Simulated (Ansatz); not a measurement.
C3H6OS (`C/C(S)=C/O`), relaxed with RKS PBE-D4/def2-SVP in Ansatz from a rough embedded geometry. The force threshold is 0.03 eV/Å; the program also tests the step.

Total charge 0; spin multiplicity 1.

Start:

```xyz
11

C    -0.729    1.209    0.789
C     0.127    0.340   -0.042
S     1.453    1.078   -0.872
C    -0.028   -1.014   -0.136
O     0.686   -1.867   -0.838
H    -1.579    0.711    1.211
H    -1.183    2.003    0.100
H    -0.163    1.739    1.522
H     2.003   -0.019   -1.397
H    -0.912   -1.454    0.385
H     0.324   -2.727   -0.721
```

| step | energy (eV) | largest force (eV/Å) | largest move (Å) |
| --- | --- | --- | --- |
| 1 | -16072.1376 | 3.102 | 0.000 |
| 2 | -16072.4028 | 1.311 | 0.055 |
| 3 | -16072.4530 | 0.201 | 0.077 |
| 4 | -16072.4556 | 0.101 | 0.043 |
| 5 | -16072.4570 | 0.039 | 0.025 |
| 6 | -16072.4572 | 0.036 | 0.008 |
| 7 | -16072.4573 | 0.012 | 0.005 |

End:

```xyz
11

C    -0.742    1.246    0.751
C     0.133    0.316   -0.038
S     1.500    1.096   -0.870
C    -0.094   -1.016   -0.116
O     0.717   -1.852   -0.841
H    -1.571    0.692    1.234
H    -1.188    2.033    0.104
H    -0.169    1.768    1.547
H     1.985   -0.053   -1.418
H    -0.950   -1.470    0.412
H     0.380   -2.760   -0.765
```

It took 9 s on 4 threads of an Arm Neoverse V2 on a shared host, with 0.14 GiB of host memory at the peak.
